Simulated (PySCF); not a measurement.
Gas-phase reaction: 4 H3SiNH2 + 2 N → 3 SiH2(NH2)2 + SiH2

Computed with PySCF (xtb for GFN2) and rigid-rotor harmonic-oscillator thermochemistry at 1 bar. † marks an energy on the PBE0/def2-TZVP geometry and frequencies; other levels use their own. MP2 and CCSD(T) freeze the core. 6-31G* has spherical d functions here. Open shells (unrestricted): N (multiplicity 4); the rest are closed-shell singlets. GFN2 has no spin-polarisation term. B3LYP is the form with VWN-RPA correlation. No R ln 2 is added for the mirror-image form of SiH2(NH2)2. H3SiNH2, SiH2(NH2)2: computed as isolated molecules; such fragments, hydroxides, amides, oligomers or adducts are transient or little studied in the gas. MP2 isn't extrapolated to the basis-set limit; its ΔH°(298 K) is -811.9 kJ in def2-SVP and -920.6 kJ in def2-TZVPP. CCSD(T) isn't extrapolated to the basis-set limit; its ΔH°(298 K) is -768.7 kJ in def2-SVP and -869.5 kJ in def2-TZVPP. The harmonic model lacks anharmonicity and excited electronic states, which grow with temperature; levels with a mode under 35 cm⁻¹ are left out. Internal rotation in H3SiNH2, SiH2(NH2)2 is treated as a harmonic vibration of one conformer, which makes the entropy rough.

| level | ΔE electronic, kJ | ΔH°(298 K), kJ | ΔS°(298 K), J/K | ΔG°(800 K), kJ |
|---|---|---|---|---|
| B3LYP/def2-TZVP† | -964 | -922 | -287 | -692 |
| CCSD(T)/def2-SVP† | -811 | -769 | -287 | -539 |
| CCSD(T)/def2-TZVPP† | -912 | -870 | -287 | -640 |
| GFN2-xTB | -1550 | -1507 | -281 | -1280 |
| HF/6-31G* | -383 | -338 | -291 | -106 |
| M06-2X/def2-TZVP† | -987 | -945 | -287 | -716 |
| MP2/def2-SVP† | -854 | -812 | -287 | -582 |
| MP2/def2-TZVPP† | -963 | -921 | -287 | -691 |
| PBE/def2-SVP | -1013 | -973 | -283 | -748 |
| LDA/def2-TZVP† | -1222 | -1180 | -287 | -950 |
| ωB97X-V/def2-TZVP† | -970 | -928 | -287 | -699 |
ΔH° is lowest at GFN2-xTB and highest at HF/6-31G*. No reference value is set beside these.
